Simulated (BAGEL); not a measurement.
**RI-MP2/6-31G(d) (density fitting with cc-pvqz-jkfit, spherical functions) run of C2HCl3 (trichloroethylene)**

Aim: the energy change on altering one bond length of C2HCl3 (trichloroethylene) at RI-MP2/6-31G* (density fitting with cc-pvqz-jkfit, spherical functions), from 2 runs. 

The calculation is run with BAGEL 1.2.2.

3 further runs of the same task are left out: 3 set aside as unsound or not needed.

### 1 The structure to begin with

C2HCl3: 6 atoms, total charge 0, spin state singlet. As SMILES, `ClC=C(Cl)Cl`. Geometry: relaxed at PBE0-D4/def2-TZVP.

Bond lengths: Cl1–C2 1.701 Å, C2–C3 1.329 Å, C3–Cl4 1.702 Å, C3–Cl5 1.714 Å, C2–H6 1.081 Å. Angles: Cl1–C2–C3 123.8°, C2–C3–Cl4 124.1°, C2–C3–Cl5 120.1°, Cl4–C3–Cl5 115.8°, Cl1–C2–H6 115.6°, C3–C2–H6 120.6°.

### 2 A single-point energy at RI-MP2/6-31G(d) (density fitting with cc-pvqz-jkfit, spherical functions)

The input, input.json:

```json
{ "bagel": [

{
  "title": "molecule",
  "basis": "6-31gs.json",
  "df_basis": "cc-pvqz-jkfit",
  "angstrom": true,
  "geometry": [
    { "atom": "Cl", "xyz": [      -0.086050,      -1.850510,       1.071670 ] },
    { "atom": "C", "xyz": [       0.267110,      -0.248280,       0.621290 ] },
    { "atom": "C", "xyz": [      -0.168550,       0.318890,      -0.498910 ] },
    { "atom": "Cl", "xyz": [      -1.143180,      -0.468680,      -1.650530 ] },
    { "atom": "Cl", "xyz": [       0.246250,       1.942420,      -0.857320 ] },
    { "atom": "H", "xyz": [       0.884420,       0.306170,       1.313800 ] }
  ]
},

{ "title": "hf", "charge": 0 },

{ "title": "mp2", "charge": 0, "ncore": 17 }

]}
```

The basis set 6-31G* is read from a file made from the Basis Set Exchange's data (not shown).

On the command line:

```sh
$ BAGEL_NUM_THREADS=1 BAGEL input.json > input.out
```

Log:

```text
* using 1 threads per process

  ===============================================================
  ===============================================================

  *** Geometry ***

  { "atom" : "Cl", "xyz" : [     -0.162611,     -3.496957,      2.025163 ] },
  { "atom" : "C", "xyz" : [      0.504765,     -0.469181,      1.174068 ] },
  { "atom" : "C", "xyz" : [     -0.318513,      0.602615,     -0.942803 ] },
  { "atom" : "Cl", "xyz" : [     -2.160297,     -0.885677,     -3.119050 ] },
  { "atom" : "Cl", "xyz" : [      0.465345,      3.670642,     -1.620100 ] },
  { "atom" : "H", "xyz" : [      1.671312,      0.578577,      2.482722 ] },

  Number of auxiliary basis functions:      707

  Since a DF basis is specified, we compute 2- and 3-index integrals:
    o Being stored without compression. Storage requirement is 0.040 GB

  Number of basis functions:       84
  Number of electrons      :       64

    * METHOD: MOLECULE                             0.49

  *** RHF ***

  === Nuclear Repulsion ===
   319.8818807990

      * DIIS with orbital gradients will be used.

  === RHF iteration (6-31gs.json) ===
      0      -1454.64237990          0.00946002           0.14
      1      -1454.69667556          0.00507333           0.13
      2      -1454.71074325          0.00160865           0.13
      3      -1454.71293477          0.00027867           0.13
      4      -1454.71302983          0.00010450           0.13
      5      -1454.71304519          0.00004950           0.13
      6      -1454.71304787          0.00001013           0.13
      7      -1454.71304804          0.00000422           0.13
      8      -1454.71304806          0.00000152           0.13
      9      -1454.71304806          0.00000082           0.13
     10      -1454.71304806          0.00000020           0.13
     11      -1454.71304806          0.00000009           0.13
     12      -1454.71304806          0.00000003           0.13
     13      -1454.71304806          0.00000001           0.13
    * SCF iteration converged.

    * Permanent dipole moment:
           (   -0.252582,    -0.188753,    -0.308445) a.u.

    * METHOD: HF                                   2.05

  *** RHF ***

  === Nuclear Repulsion ===
   319.8818807990

      * DIIS with orbital gradients will be used.

  === RHF iteration (6-31gs.json) ===
      0      -1454.71304806          0.00000000           0.13
    * SCF iteration converged.

    * Permanent dipole moment:
           (   -0.252582,    -0.188754,    -0.308445) a.u.

  === DF-MP2 calculation ===

    * freezing 17 orbitals
    * 3-index integral transformation done
    * assembly done

      MP2 correlation energy:   -0.6407749434      0.05

      MP2 total energy:       -1455.3538230071

    * METHOD: MP2                                  0.33

  ===============================================================
```

It took 3.3 s on 1 thread of Arm Neoverse V2, shared host; peak memory 0.17 GiB.

### 3 The distorted shape, same level

The input, mp2.json:

```json
{ "bagel" : [

{
  "title" : "molecule",
  "basis" : "6-31gs.json",
  "df_basis" : "cc-pvqz-jkfit",
  "angstrom" : true,
  "geometry" : [
    { "atom" : "Cl", "xyz" : [      -0.826830,      -2.515857,       0.240649 ] },
    { "atom" : "C", "xyz" : [      -0.473670,      -0.913627,      -0.209731 ] },
    { "atom" : "C", "xyz" : [      -0.909330,      -0.346457,      -1.329931 ] },
    { "atom" : "Cl", "xyz" : [      -1.883960,      -1.134027,      -2.481551 ] },
    { "atom" : "Cl", "xyz" : [      -0.494530,       1.277073,      -1.688341 ] },
    { "atom" : "H", "xyz" : [       0.884420,       0.306170,       1.313800 ] }
  ]
},

{
  "title" : "hf"
},

{
  "title" : "mp2",
  "ncore" : 17
}

]}
```

The basis set 6-31G* is read from a file made from the Basis Set Exchange's data (not shown).

On the command line:

```sh
$ BAGEL_NUM_THREADS=1 BAGEL mp2.json > mp2.out
```

Log:

```text
* using 1 threads per process

  ===============================================================
  ===============================================================

  *** Geometry ***

  { "atom" : "Cl", "xyz" : [     -1.562482,     -4.754281,      0.454761 ] },
  { "atom" : "C", "xyz" : [     -0.895107,     -1.726505,     -0.396334 ] },
  { "atom" : "C", "xyz" : [     -1.718385,     -0.654709,     -2.513205 ] },
  { "atom" : "Cl", "xyz" : [     -3.560168,     -2.143000,     -4.689452 ] },
  { "atom" : "Cl", "xyz" : [     -0.934526,      2.413318,     -3.190502 ] },
  { "atom" : "H", "xyz" : [      1.671312,      0.578577,      2.482722 ] },

  Number of auxiliary basis functions:      707

  Since a DF basis is specified, we compute 2- and 3-index integrals:
    o Being stored without compression. Storage requirement is 0.040 GB

  Number of basis functions:       84
  Number of electrons      :       64

    * METHOD: MOLECULE                             0.48

  *** RHF ***

  === Nuclear Repulsion ===
   315.3201787899

      * DIIS with orbital gradients will be used.

  === RHF iteration (6-31gs.json) ===
      0      -1454.39729673          0.00857176           0.13
      1      -1454.46925576          0.00414568           0.13
      2      -1454.48115441          0.00175985           0.13
      3      -1454.48407624          0.00048162           0.13
      4      -1454.48433311          0.00017698           0.13
      5      -1454.48437172          0.00008967           0.13
      6      -1454.48438085          0.00003549           0.13
      7      -1454.48438272          0.00001072           0.13
      8      -1454.48438293          0.00000620           0.13
      9      -1454.48438297          0.00000246           0.13
     10      -1454.48438298          0.00000127           0.13
     11      -1454.48438298          0.00000053           0.13
     12      -1454.48438298          0.00000030           0.13
     13      -1454.48438298          0.00000009           0.13
     14      -1454.48438298          0.00000004           0.13
     15      -1454.48438298          0.00000002           0.13
     16      -1454.48438298          0.00000001           0.13
    * SCF iteration converged.

    * Permanent dipole moment:
           (   -0.118992,     0.022077,    -0.218423) a.u.

    * METHOD: HF                                   2.45

  *** RHF ***

  === Nuclear Repulsion ===
   315.3201787899

      * DIIS with orbital gradients will be used.

  === RHF iteration (6-31gs.json) ===
      0      -1454.48438298          0.00000001           0.13
    * SCF iteration converged.

    * Permanent dipole moment:
           (   -0.118993,     0.022076,    -0.218424) a.u.

  === DF-MP2 calculation ===

    * freezing 17 orbitals
    * 3-index integral transformation done
    * assembly done

      MP2 correlation energy:   -0.6840407353      0.05

      MP2 total energy:       -1455.1684237148

    * METHOD: MP2                                  0.32

  ===============================================================
```

Wall time 3.6 s (1 thread of Arm Neoverse V2, shared host); peak memory 0.17 GiB.

### 4 Results

At RI-MP2/6-31G* (density fitting with cc-pvqz-jkfit, spherical functions), 17 core orbitals frozen:

| quantity | value |
| --- | --- |
| first shape: total energy | -1455.35382 Eh |
| first shape: correlation energy (17 core orbitals frozen) | -640.8 mEh |
| distorted shape: total energy | -1455.16842 Eh |
| distorted shape: correlation energy (17 core orbitals frozen) | -684.0 mEh |
| energy change with the C2–H6 bond stretched from 1.081 to 2.378 Å | 5.045 eV |

What this shows: One bond (distorted shape) is far stretched, which a spin-restricted single reference describes badly; perturbation theory on it can break down and give far too much correlation. With the C2–H6 bond stretched from 1.081 to 2.378 Å the energy rises by 5.04 eV (116 kcal/mol). The first shape isn't relaxed at this level, so the change isn't measured from a minimum. A restricted reference can't describe the breaking bond well at this length.
